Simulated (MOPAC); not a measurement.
Job for MOPAC: AM1 on C2H2 (SMILES C#C).

```
AM1 1SCF PRECISE CHARGE=0 THREADS=1
C2H2

C     -0.00000000 1     0.00000000 1     1.57829513 1
H     -0.00000000 1     0.00000000 1     0.51136193 1
C     -0.00000000 1     0.00000000 1     2.78576543 1
H     -0.00000000 1     0.00000000 1     3.85017859 1
```

Output:

```
*******************************************************************************
 **                                                                           **
 **                              MOPAC v23.2.5                                **
 **                                                                           **
 *******************************************************************************
 ** MOPAC's Digital Object Identifier: https://doi.org/10.5281/zenodo.6511958 **
 **                                                                           **
 ** Please cite the open-source release paper for use of this MOPAC version:  **
 ** J. E. Moussa and J. J. P. Stewart (2026)                                  **
 ** MOPAC: An open-source semiempirical molecular orbital program             **
 ** J. Open Source Softw., 11(119), 8025, https://doi.org/10.21105/joss.08025 **
 *******************************************************************************

                              AM1 CALCULATION RESULTS

 *******************************************************************************
 *  AM1        - The AM1 Hamiltonian to be used
 *
 *
 *
 *                 CHARGE ON SYSTEM = 0
 *
 *
 *
 *  PRECISE    - TIGHTER CRITERIA TO BE USED
 *  1SCF       - DO 1 SCF AND THEN STOP
 *  THREADS=1  - MULTI-THREADING NOT USED
 *  T=         - A TIME OF 172800.0 SECONDS REQUESTED
 *  DUMP=N     - RESTART FILE WRITTEN EVERY 7200.0 SECONDS REQUESTED
 *******************************************************************************
AM1 1SCF PRECISE CHARGE=0 THREADS=1
 C2H2

   ATOM   CHEMICAL          X               Y               Z
  NUMBER   SYMBOL      (ANGSTROMS)     (ANGSTROMS)     (ANGSTROMS)

     1       C         -0.00000000  *   0.00000000  *   1.57829513  *
     2       H         -0.00000000  *   0.00000000  *   0.51136193  *
     3       C         -0.00000000  *   0.00000000  *   2.78576543  *
     4       H         -0.00000000  *   0.00000000  *   3.85017859  *



          CARTESIAN COORDINATES

    NO.       ATOM           X           Y           Z

     1         C         -0.0000      0.0000      1.5783
     2         H         -0.0000      0.0000      0.5114
     3         C         -0.0000      0.0000      2.7858
     4         H         -0.0000      0.0000      3.8502

  H: (AM1): M.J.S. DEWAR ET AL, J. AM. CHEM. SOC. 107 3902-3909 (1985)
  C: (AM1): M.J.S. DEWAR ET AL, J. AM. CHEM. SOC. 107 3902-3909 (1985)

           Empirical Formula: C2 H2  =     4 atoms



      MOLECULAR POINT GROUP   :   D*h


      RHF CALCULATION, NO. OF DOUBLY OCCUPIED LEVELS = 5


 -------------------------------------------------------------------------------
 AM1 1SCF PRECISE CHARGE=0 THREADS=1
 C2H2



     1SCF WAS SPECIFIED, SO BFGS WAS NOT USED
     SCF FIELD WAS ACHIEVED


                              AM1 CALCULATION
                                                       MOPAC v23.2.5 Linux




          FINAL HEAT OF FORMATION =         55.00668 KCAL/MOL =     230.14796 KJ/MOL


          COSMO AREA              =         67.00 SQUARE ANGSTROMS
          COSMO VOLUME            =         49.44 CUBIC ANGSTROMS

          IONIZATION POTENTIAL    =         11.396824 EV
          HOMO LUMO ENERGIES (EV) =        -11.397  2.010
          NO. OF FILLED LEVELS    =          5
          MOLECULAR WEIGHT        =         26.0378         POINT GROUP:  D*h

          MOLECULAR DIMENSIONS (Angstroms)

            Atom       Atom       Distance
            H     4    H     2     3.33882
            H     4    H     2     0.00000
            C     1    H     2     0.00000


          SCF CALCULATIONS        =          1





   ATOM   CHEMICAL          X               Y               Z
  NUMBER   SYMBOL      (ANGSTROMS)     (ANGSTROMS)     (ANGSTROMS)

     1       C         -0.00000000  *   0.00000000  *   1.57829513  *
     2       H         -0.00000000  *   0.00000000  *   0.51136193  *
     3       C         -0.00000000  *   0.00000000  *   2.78576543  *
     4       H         -0.00000000  *   0.00000000  *   3.85017859  *

                             CARTESIAN COORDINATES

   1    C       -0.000000000     0.000000000     1.578295130
   2    H       -0.000000000     0.000000000     0.511361930
   3    C       -0.000000000     0.000000000     2.785765430
   4    H       -0.000000000     0.000000000     3.850178590


           Empirical Formula: C2 H2  =     4 atoms



      MOLECULAR POINT GROUP   :   D*h


                  EIGENVALUES
 -32.79814 -20.61747 -15.43560 -11.39682 -11.39682   2.01040   2.01040   3.53757
   5.08491   6.73915


              NET ATOMIC CHARGES AND DIPOLE CONTRIBUTIONS

  ATOM NO.   TYPE          CHARGE      No. of ELECS.   s-Pop       p-Pop
    1          C          -0.221070        4.2211     1.26515     2.95592
    2          H           0.221176        0.7788     0.77882
    3          C          -0.220825        4.2208     1.26460     2.95623
    4          H           0.220719        0.7793     0.77928
 DIPOLE           X         Y         Z       TOTAL
 POINT-CHG.     0.000     0.000    -0.006     0.006
 HYBRID        -0.000    -0.000     0.001     0.001
 SUM           -0.000    -0.000    -0.005     0.005


          ATOMIC ORBITAL ELECTRON POPULATIONS

     Atom    s        px        py        pz
    1  C   1.26515   0.99989   0.99989   0.95614
    2  H   0.77882
    3  C   1.26460   1.00011   1.00011   0.95600
    4  H   0.77928

 **********************
 *                    *
 * JOB ENDED NORMALLY *
 *                    *
 **********************




 == MOPAC DONE ==
```

The run finished.

Cost: about 0.020 core-seconds (a rough figure).
